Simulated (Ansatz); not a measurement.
# CH4ClSi+ (SMILES [SiH3][CH+]Cl): single points off equilibrium

The atoms stand at a structure displaced at random from a GFN2-xTB minimum. How far do the functionals agree with CCSD(T) there?

Method: single points in def2-TZVPP; program: Ansatz 0.2.0, Gaussian basis.

Cores are frozen in the correlated methods.

### 1 Starting geometry

SMILES `[SiH3][CH+]Cl`, 7 atoms, charge 1, spin multiplicity 1.

Atoms are counted from 1 here; the program's logs count them from 0.

Bond lengths: Si1–H4 1.454 Å, Si1–H5 1.495 Å, C2–Cl3 1.793 Å, C2–H7 1.078 Å. Angles: H4–Si1–H5 126.5°, Cl3–C2–H7 144.5°.

As a file:

| atom | x (Å) | y (Å) | z (Å) |
| --- | --- | --- | --- |
| Si1 | -0.6634 | 0.4235 | -0.3454 |
| C2 | 0.9343 | -0.9362 | 0.2958 |
| Cl3 | 2.2618 | 0.0143 | 1.0362 |
| H4 | -1.6766 | -0.4952 | -0.8387 |
| H5 | -0.0403 | 1.5520 | -1.1028 |
| H6 | -1.1324 | 1.0967 | 1.2099 |
| H7 | 0.6805 | -1.8760 | -0.1676 |

### 2 CCSD(T)/def2-TZVPP

File run/in.yaml:

```yaml
crystal:
  periodic: [false, false, false]
  atoms:
    - {symbol: Si, position_ang: [-0.663400, 0.423500, -0.345400]}
    - {symbol: C, position_ang: [0.934300, -0.936200, 0.295800]}
    - {symbol: Cl, position_ang: [2.261800, 0.014300, 1.036200]}
    - {symbol: H, position_ang: [-1.676600, -0.495200, -0.838700]}
    - {symbol: H, position_ang: [-0.040300, 1.552000, -1.102800]}
    - {symbol: H, position_ang: [-1.132400, 1.096700, 1.209900]}
    - {symbol: H, position_ang: [0.680500, -1.876000, -0.167600]}
basis:
  gaussian: {orbitals: def2-TZVPP}
total_charge: 1
correlation: {method: ccsd_t}
output: {forces: true}
```

No record of the launch command was kept for these runs.

### 3 PBE0-D4/def2-TZVPP

Changes to run/in.yaml since step 2:

```diff
@@ -13,3 +13,3 @@
 total_charge: 1
-correlation: {method: ccsd_t}
-output: {forces: true}
+hamiltonian: {xc: pbe0, dispersion: d4}
+output: {forces: true, orbitals: {seedname: orbitals}}
```

### 4 wB97M-V/def2-TZVPP

Changes to run/in.yaml since step 3:

```diff
@@ -13,3 +13,3 @@
 total_charge: 1
-hamiltonian: {xc: pbe0, dispersion: d4}
-output: {forces: true, orbitals: {seedname: orbitals}}
+hamiltonian: {xc: {name: wB97M-V}}
+output: {forces: true}
```

### 5 r2SCAN-D4/def2-TZVPP

Changes to run/in.yaml since step 4:

```diff
@@ -13,3 +13,3 @@
 total_charge: 1
-hamiltonian: {xc: {name: wB97M-V}}
+hamiltonian: {xc: r2scan, dispersion: d4}
 output: {forces: true}
```

### 6 PBE-D4/def2-TZVPP

Changes to run/in.yaml since step 5:

```diff
@@ -13,3 +13,3 @@
 total_charge: 1
-hamiltonian: {xc: r2scan, dispersion: d4}
+hamiltonian: {xc: pbe, dispersion: d4}
 output: {forces: true}
```

### 7 revPBE-D4/def2-TZVPP

Changes to run/in.yaml since step 6:

```diff
@@ -13,3 +13,3 @@
 total_charge: 1
-hamiltonian: {xc: pbe, dispersion: d4}
+hamiltonian: {xc: {name: revPBE}, dispersion: d4}
 output: {forces: true}
```

### 8 r2SCANh-D4/def2-TZVPP

Changes to run/in.yaml since step 7:

```diff
@@ -13,3 +13,3 @@
 total_charge: 1
-hamiltonian: {xc: {name: revPBE}, dispersion: d4}
+hamiltonian: {xc: {name: r2SCANh}, dispersion: d4}
 output: {forces: true}
```

(Steps that only read results are left out.)

Q: Predict the outcome of this session. Wanted: energy less free atoms, CCSD(T)/def2-TZVPP; RMS force component; RMS force error; HOMO and LUMO, PBE0-D4; T1 diagnostic.

The runs gave:

```
                                  quantity                                                                                                value
energy less free atoms, CCSD(T)/def2-TZVPP                                                                                           -10.745 eV
                       RMS force component                                                                 1.923 to 2.113 eV/Å over the methods
                           RMS force error  PBE0-D4 0.157, wB97M-V 0.108, r2SCAN-D4 0.155, PBE-D4 0.262, revPBE-D4 0.287, r2SCANh-D4 0.132 eV/Å
                    HOMO and LUMO, PBE0-D4                                                                                 -14.16 and -10.55 eV
                             T1 diagnostic                                                                                                0.029
```

What this shows: Against CCSD(T) the functionals' energies less atoms differ by -1.024 to -0.374 eV, PBE-D4 by -1.024 eV. The reference is not at the basis limit: in triple zeta CCSD(T) underbinds, which counts against methods that bind more; the gaps are no ranking. On forces the order runs from wB97M-V to revPBE-D4. Frozen-core CCSD(T) forces in triple zeta carry basis errors of their own, and this is one geometry, so small gaps rank nothing. The T1 diagnostic is large here, over the usual mark for main-group molecules (transition-metal compounds often pass it harmlessly), so CCSD(T) itself may be off.
